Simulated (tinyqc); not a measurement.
Pariser-Parr-Pople SCF with singles CI, for the molecule c1cc[nH]c1 (SMILES; centres numbered as the heavy atoms are written), step by step. Computed by tinyqc, a small Python program that keeps every step. Settings: charge = 0, gamma = MN, start = huckel, damping = 0.5, iteration cap = 88, excitations kept = 9. Command: `OMP_NUM_THREADS=1 python tinyqc.py 27641 27642 out.jsonl` (the two numbers bound the seeds that draw the settings). One thread of a shared host (Intel(R) Xeon(R) Processor @ 2.60GHz), about 0.02 s of CPU time with the checks. Later iterations appear only in the table of the cycle.

## PPP integrals

Centres (angstrom, eV; a flat drawing with bonds scaled to 1.40 angstrom):

| centre | x | y | core charge z | W | gamma_rr |
|---|---|---|---|---|---|
| 1C | 1.191000 | 0.000000 | 1 | 11.160000 | 11.130000 |
| 2C | 0.368000 | 1.133000 | 1 | 11.160000 | 11.130000 |
| 3C | -0.963000 | 0.700000 | 1 | 11.160000 | 11.130000 |
| 4N | -0.963000 | -0.700000 | 2 | 25.600000 | 16.800000 |
| 5C | 0.368000 | -1.133000 | 1 | 11.160000 | 11.130000 |

Resonance integrals (eV):

| i | j | beta |
|---|---|---|
| 1 | 2 | -2.690000 |
| 2 | 3 | -2.690000 |
| 3 | 4 | -2.530000 |
| 4 | 5 | -2.530000 |
| 5 | 1 | -2.690000 |

Mataga-Nishimoto: gamma = 14.399645/(R + a), a = 2 x 14.399645/(gamma_rr + gamma_ss); H_rr = -W_r - sum_(s != r) z_s gamma_rs; H_rs = beta for bonds.

repulsion gamma_rs (eV):
```
           1C         2C         3C         4N         5C
1C  11.130000   5.344818   4.046371   4.368809   5.344818
2C   5.344818  11.130000   5.346212   4.368302   4.045107
3C   4.046371   5.346212  11.130000   5.923040   4.045936
4N   4.368809   4.368302   5.923040  16.800000   5.923867
5C   5.344818   4.045107   4.045936   5.923867  11.130000
```

core matrix H (eV):
```
            1C          2C          3C          4N          5C
1C  -34.633625   -2.690000    0.000000    0.000000   -2.690000
2C   -2.690000  -34.632740   -2.690000    0.000000    0.000000
3C    0.000000   -2.690000  -36.444601   -2.530000    0.000000
4N    0.000000    0.000000   -2.530000  -46.184019   -2.530000
5C   -2.690000    0.000000    0.000000   -2.530000  -36.443595
```

## Starting guess

pi electrons, sum of z_r less the charge = 6

Orbitals of the Hueckel matrix of the beta values.

P at the start:
```
           1C         2C         3C         4N         5C
1C   1.194879   0.642093  -0.240060  -0.252812   0.654367
2C   0.642093   1.194879   0.654367  -0.252812  -0.240060
3C  -0.240060   0.654367   1.197164   0.642477  -0.250050
4N  -0.252812  -0.252812   0.642477   1.215915   0.642477
5C   0.654367  -0.240060  -0.250050   0.642477   1.197164
```

## Iteration 1: Fock matrix

F_rr = H_rr + P_rr gamma_rr / 2 + sum_(s != r) P_ss gamma_rs; F_rs = H_rs - P_rs gamma_rs / 2; E = tr P (H + F) / 2 + core repulsion sum_(r<s) z_r z_s gamma_rs.

F (eV):
```
           1C         2C         3C          4N         5C
1C  -5.042823  -4.405934   0.485686    0.552245  -4.438737
2C  -4.405934  -5.042400  -4.439193    0.552180   0.485534
3C   0.485686  -4.439193  -6.513825   -4.432708   0.505843
4N   0.552245   0.552180  -4.432708  -11.347858  -4.432973
5C  -4.438737   0.485534   0.505843   -4.432973  -6.514991
```

pi energy = -87.943704 eV

## Iteration 1: orbitals and new P

Diagonalise F (the basis is taken as orthonormal) and form P = 2 sum c c over the lowest orbitals; 0.5 of the old P is kept.

orbital energies (eV): -15.918313  -10.570584  -9.696934  -0.316072  2.040006

P after iteration 1:
```
           1C         2C         3C         4N         5C
1C   1.138036   0.633583  -0.178218  -0.255604   0.688562
2C   0.633583   1.138030   0.688573  -0.255569  -0.178232
3C  -0.178218   0.688573   1.171589   0.587911  -0.323940
4N  -0.255604  -0.255569   0.587911   1.380713   0.587911
5C   0.688562  -0.178232  -0.323940   0.587911   1.171632
```

## Iteration 2: Fock matrix

As before.

F (eV):
```
           1C         2C         3C          4N         5C
1C  -5.182977  -4.383193   0.360568    0.558343  -4.530120
2C  -4.383193  -5.182698  -4.530630    0.558202   0.360484
3C   0.360568  -4.530630  -6.317274   -4.271111   0.655320
4N   0.558343   0.558202  -4.271111  -10.762946  -4.271354
5C  -4.530120   0.360484   0.655320   -4.271354  -6.318080
```

pi energy = -88.432602 eV

## Iteration 2: orbitals and new P

As before.

orbital energies (eV): -15.350507  -10.619292  -9.669787  -0.021534  1.897145

P after iteration 2:
```
           1C         2C         3C         4N         5C
1C   1.111409   0.626032  -0.147988  -0.256838   0.708227
2C   0.626032   1.111397   0.708244  -0.256787  -0.148004
3C  -0.147988   0.708244   1.155582   0.559228  -0.359020
4N  -0.256838  -0.256787   0.559228   1.465976   0.559233
5C   0.708227  -0.148004  -0.359020   0.559233   1.155635
```

## Convergence

Stop when output and input P, before any damping, agree to 1e-7.

Course of the cycle:

| iteration | E (eV) | largest \|P(out) - P(in)\| |
|---|---|---|
| 1 | -87.94370438 | 3.30e-01 |
| 2 | -88.43260242 | 1.71e-01 |
| 3 | -88.67793597 | 8.90e-02 |
| 4 | -88.80157931 | 4.69e-02 |
| 5 | -88.86398814 | 2.50e-02 |
| 6 | -88.89549967 | 1.35e-02 |
| 7 | -88.91140903 | 7.42e-03 |
| 8 | -88.91943963 | 4.15e-03 |
| 9 | -88.92349249 | 2.37e-03 |
| 10 | -88.92553758 | 1.38e-03 |
| 11 | -88.92656945 | 9.86e-04 |
| ... | ... | ... |
| 29 | -88.92762021 | 2.19e-06 |
| 30 | -88.92762021 | 1.56e-06 |
| 31 | -88.92762021 | 1.11e-06 |
| 32 | -88.92762021 | 7.90e-07 |
| 33 | -88.92762021 | 5.63e-07 |
| 34 | -88.92762021 | 4.01e-07 |
| 35 | -88.92762021 | 2.86e-07 |
| 36 | -88.92762021 | 2.03e-07 |
| 37 | -88.92762021 | 1.45e-07 |
| 38 | -88.92762021 | 1.03e-07 |
| 39 | -88.92762021 | 7.35e-08 |

Converged in 39 iterations.

## Converged orbitals

Charges are z - P_rr.

orbital energies (eV): -14.817356  -10.567835  -9.664554  0.277291  1.768847

coefficients:
```
         MO1        MO2        MO3        MO4        MO5
1C  0.290556   0.581830   0.349073  -0.277558  -0.614948
2C  0.290575   0.581961  -0.348815  -0.277309   0.615073
3C  0.428562   0.053103  -0.614998   0.559863  -0.349063
4N  0.681023  -0.563193  -0.000136  -0.467997   0.000067
5C  0.428585   0.052807   0.615023   0.559994   0.348826
```

pi charges: 1C -0.089601, 2C -0.089570, 3C -0.129416, 4N 0.438041, 5C -0.129454

## Singles CI, singlets

Over the 6 single excitations with the smallest orbital gaps: A = (e_a - e_i) delta + 2 (ia|jb) - (ij|ab), with (pq|rs) = sum c_mp c_mq gamma_mn c_nr c_ns. f = 2/3 w |mu|^2 in atomic units, mu = sqrt2 sum c_ia sum_m c_mi c_ma R_m.

singlet CI matrix (eV):
```
           3>4        2>4        3>5        2>5        1>4        1>5
3>4   6.785992   0.000437   0.000506  -0.276590   0.000070   0.366188
2>4   0.000437   7.376664   0.872096  -0.000052  -0.237430   0.000276
3>5   0.000506   0.872096   7.923068  -0.000053   0.158173   0.000374
2>5  -0.276590  -0.000052  -0.000053   8.710926   0.000346   0.344579
1>4   0.000070  -0.237430   0.158173   0.000346  11.147982  -0.000052
1>5   0.366188   0.000276   0.000374   0.344579  -0.000052  12.250315
```

singlet excitation energies (eV): 6.716331  6.717648  8.563689  8.726555  11.166380  12.304346

oscillator strengths: 0.368060  0.038658  1.065116  0.478000  0.007846  0.015912

## Singles CI, triplets

Over the 6 single excitations with the smallest orbital gaps: A = (e_a - e_i) delta - (ij|ab), with (pq|rs) = sum c_mp c_mq gamma_mn c_nr c_ns.

triplet CI matrix (eV):
```
           3>4        2>4        3>5        2>5        1>4        1>5
3>4   3.555502  -0.000185  -0.000087  -0.608587  -0.000193  -1.098213
2>4  -0.000185   4.747980  -0.608587   0.000216   1.038137   0.000113
3>5  -0.000087  -0.608587   5.552480   0.000149  -1.098213   0.000545
2>5  -0.608587   0.000216   0.000149   5.806326   0.000113  -0.918203
1>4  -0.000193   1.038137  -1.098213   0.000113   7.990746   0.000194
1>5  -1.098213   0.000113   0.000545  -0.918203   0.000194  11.155493
```

triplet excitation energies (eV): 3.188920  4.351545  5.175296  5.895339  8.764365  11.433062
